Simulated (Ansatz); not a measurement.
hcp Zn, treated with r²SCAN in Ansatz (PAW).

Run with plane-wave cutoff 560 eV, 24×24×12 k mesh (along the axes of the cell as run), Fermi–Dirac smearing 0.05 eV, scalar-relativistic PAW data made under PBE.

A third-order Birch–Murnaghan fit to the energies gives V0 = 14.469 Å³/atom, B0 = 75.6 GPa, B′ = 7.1.

```json
[
 {"V (Å³/atom)": "13.891", "P (GPa)": "[?]"},
 {"V (Å³/atom)": "14.181", "P (GPa)": "[?]"},
 {"V (Å³/atom)": "14.470", "P (GPa)": "-0.01"},
 {"V (Å³/atom)": "14.760", "P (GPa)": "[?]"},
 {"V (Å³/atom)": "15.049", "P (GPa)": "[?]"}
]
```

Problem. Estimate the withheld pressures from this fit; the answers are the runs' own values.

Solution. 
- 13.891, P (GPa): 3.53
- 14.181, P (GPa): 1.64
- 14.760, P (GPa): -1.42
- 15.049, P (GPa): -2.55

The formula P = (3/2) B0 (x^(7/3) − x^(5/3)) [1 + (3/4)(B′ − 4)(x^(2/3) − 1)] with x = V0/V meets the computed pressures within 0.04 GPa when these rounded values are put in.

Shape and atoms are relaxed at each volume.

Measured, for comparison: bulk modulus 69.7 GPa (zero-point energy and finite temperature contributions removed, our sources range from 64.7 to 69.7; as tabulated in doi:10.1021/acs.jctc.3c00612). Computed (rounded) less measured: bulk modulus +8 % (+8 % to +17 % over the range).

Note: the bulk modulus comes from volumes at which shape and atoms were relaxed.

Computed values are for the static lattice.

Ansatz is a program for electronic structure.
